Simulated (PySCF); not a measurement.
Below is a simulated gas-phase C 1s photoelectron spectrum of 2-butynal (`CC#CC=O`).

Every computed line was given a Gaussian of 1.0 eV full width at half maximum and an area set by the number of equivalent atoms; the highest printed point is 100. Theory: delta-SCF UKS SCAN, pcX-2 on the ionised atom, pcseg-1 elsewhere, spin-free X2C in PySCF.

(binding energy (eV), intensity): (289.3, 0), (289.4, 0), (289.5, 1), (289.6, 2), (289.7, 3), (289.8, 6), (289.9, 10), (290.0, 15), (290.1, 22), (290.2, 31), (290.3, 41), (290.4, 53), (290.5, 64), (290.6, 75), (290.7, 85), (290.8, 92), (290.9, 97), (291.0, 100), (291.1, 100), (291.2, 98), (291.3, 94), (291.4, 89), (291.5, 84), (291.6, 79), (291.7, 76), (291.8, 74), (291.9, 73), (292.0, 73), (292.1, 72), (292.2, 70), (292.3, 65), (292.4, 59), (292.5, 51), (292.6, 42), (292.7, 33), (292.8, 26), (292.9, 20), (293.0, 17), (293.1, 17), (293.2, 19), (293.3, 24), (293.4, 31), (293.5, 39), (293.6, 48), (293.7, 55), (293.8, 60), (293.9, 62), (294.0, 61), (294.1, 57), (294.2, 50), (294.3, 42), (294.4, 33), (294.5, 24), (294.6, 17), (294.7, 11), (294.8, 7), (294.9, 4), (295.0, 2), (295.1, 1), (295.2, 1), (295.3, 0), (295.4, 0)

How many maxima does the curve show, and how many computed lines lie under it?

The curve has 2 maxima (at 291.0 and 293.9 eV). Under it lie 4 lines from 4 inequivalent carbon sites. At this width some lines have no maximum of their own.

Decompose the envelope and assign each component. Numbering: `[CH3:1][C:2]#[C:3][CH:4]=[O:5]`.

| position (eV) | relative area | line | atoms | environment |
| --- | --- | --- | --- | --- |
| 290.73 | 1 | C 1s | C3 | alkyne carbon |
| 291.31 | 1 | C 1s | C2 | alkyne carbon |
| 292.21 | 1 | C 1s | C1 | propargylic carbon |
| 293.92 | 1 | C 1s | C4 | aldehyde carbon |

What are the centre and the root-mean-square width of the whole band?

The area-weighted mean of the lines is 292.04 eV. Their own spread about it is 1.21 eV (rms) and each Gaussian has σ = 1.0/2.355 = 0.42 eV; the variances add, which gives 1.28 eV.

The listed C 1s values span 3.19 eV, from C3 (bonded to C (triple bond) and C) to C4 (bonded to O (double bond), C and H). The widest gap between neighbouring values is 1.71 eV, between 292.21 and 293.92 eV.

Shake-up satellites, vibrational structure and lifetime widths aren't simulated. Spin contamination (⟨S²⟩ against 0.75 for a pure doublet) is marked for C 1s of C2 (0.88), which makes this value less certain. Isolated species at its PBE0-D3(BJ)/def2-SVP geometry, gas phase.
